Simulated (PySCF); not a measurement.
C4H12NP.
SMILES with atom numbers: `[CH3:1][N:2]([CH3:3])[P:4]([CH3:5])[CH3:6]` (hydrogens: H7, H8, H9 on C1; H10, H11, H12 on C3; H13, H14, H15 on C5; H16, H17, H18 on C6)

Computed by this run: PBE0-D3(BJ)/def2-SVP geometry optimisation, gas phase in PySCF 2.14.0; density fitting, grid level 1; the optimiser is geomeTRIC in internal coordinates, started from a GFN2-xTB structure.

Step 0: E = -15105.1032 eV
```
atom  x, y, z in Å  |  force x, y, z in eV/Å
C1     -1.8387    0.6380    0.1979    0.590  -0.321  -0.253
N2     -0.6919   -0.1587   -0.2039   -0.636  -0.195  -0.045
C3     -1.1322   -1.5031   -0.5359    0.269   0.666   0.080
P4      0.6597   -0.0947    0.9126    0.372   0.199  -0.229
C5      1.1011    1.6832    0.6135   -0.122  -0.468   0.283
C6      1.9245   -0.8109   -0.2418   -0.304   0.079   0.468
H7     -2.5222    0.7077   -0.6515   -0.281   0.104  -0.213
H8     -1.5208    1.6421    0.4668    0.001   0.427   0.080
H9     -2.3882    0.2034    1.0424   -0.248  -0.112   0.364
H10    -0.2805   -2.1156   -0.8206    0.246  -0.314  -0.173
H11    -1.8130   -1.4402   -1.3880   -0.213  -0.098  -0.282
H12    -1.6629   -1.9968    0.2881   -0.195  -0.265   0.311
H13     2.1523    1.8184    0.8620    0.394   0.095   0.112
H14     0.9307    1.9388   -0.4310   -0.044   0.084  -0.413
H15     0.5198    2.3409    1.2569   -0.192   0.277   0.212
H16     1.7274   -0.4791   -1.2599   -0.062   0.151  -0.386
H17     1.9188   -1.8983   -0.1966    0.033  -0.393  -0.022
H18     2.9075   -0.4687    0.0773    0.393   0.086   0.106
```

Task: Estimate the geometry and energy of step 1. (The exact step hangs on the optimiser's Hessian estimate; all steps are aligned on step 0, rigid shifts and turns removed.)

Result: E = -15105.1638 eV, largest force 0.158 eV/Å
```
atom  x, y, z in Å  |  force x, y, z in eV/Å
C1     -1.8500    0.6395    0.1941   -0.090   0.049   0.026
N2     -0.7247   -0.1637   -0.2215    0.145   0.023   0.056
C3     -1.1419   -1.5085   -0.5406   -0.051  -0.094  -0.013
P4      0.6630   -0.0843    0.8816   -0.047  -0.012   0.001
C5      1.1120    1.6895    0.6237   -0.008   0.032  -0.071
C6      1.9393   -0.8125   -0.2386   -0.002   0.003  -0.074
H7     -2.5855    0.6928   -0.6281    0.020  -0.004   0.030
H8     -1.5404    1.6715    0.4178   -0.009  -0.032  -0.022
H9     -2.3817    0.2399    1.0876    0.036   0.027  -0.023
H10    -0.2903   -2.1213   -0.8726   -0.027   0.032  -0.003
H11    -1.8657   -1.4798   -1.3743    0.020  -0.003   0.029
H12    -1.6349   -2.0378    0.3065    0.042   0.012  -0.031
H13     2.1647    1.8300    0.9169   -0.041  -0.015   0.009
H14     0.9874    1.9628   -0.4380    0.025   0.012   0.050
H15     0.5034    2.3578    1.2508    0.002  -0.026  -0.015
H16     1.7861   -0.4595   -1.2726    0.034  -0.017   0.040
H17     1.9152   -1.9123   -0.2170   -0.010   0.029  -0.001
H18     2.9351   -0.4978    0.1126   -0.040  -0.016   0.009
```

The energy changes by -0.0606 eV. The first-order estimate −F·Δx gives -0.1204 eV and the mean of the old and new forces, exact on a quadratic surface, -0.0582 eV. The step makes an angle of 73° with the force vector and moves no atom by more than 0.069 Å.

What follows is the cost of the whole optimisation. The run took 60 s wall on one thread, Arm Neoverse V1 (aarch64), on a shared host, and the process peaked at 0.60 GiB of memory.
